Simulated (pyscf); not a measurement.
A first-order saddle from PySCF, ωB97X-D3(BJ)/def2-SVP:

```xyz
6

Cl    -1.7931     1.0954    -0.4656
Si     0.0716     0.2495    -0.1186
Cl     1.0299     1.7718     0.9193
H     -0.6532    -1.1478     0.2361
H      0.7593     0.0006    -1.4000
H      0.7143    -0.8203     0.9047
```
Charge 0, spin multiplicity 2.

Surface: doublet, charge 0. Lowest wavenumbers (cm⁻¹): 435i, 209, 424, 536, 546.

Task: Which two sides does it connect, and which bonds change?

Result: Cl–SiH₂–Cl (SMILES Cl[SiH2]Cl) + H• (SMILES [H]) ⇌ Cl–SiH₂–Cl (SMILES Cl[SiH2]Cl) + H• (SMILES [H]), a substitution at Si read from left to right: H–Si broken and H–Si formed. At CCSD(T)/def2-TZVPP + ΔMP2(QZVPP) it lies +0.59 eV from the left side and +0.59 eV from the right (each side as separated species at their lowest minima found). The same reactants have a lower exit, to Cl–SiH•–Cl + H₂ (barrier +0.21 eV at ωB97M-D3(BJ), against +0.55 eV here). One saddle was located; it need not be the lowest between these sides. The angle at the attacked Si is 58° (front-side attack). The CCSD(T) − MP2 part came from Ansatz, without density fitting, on the same reference.
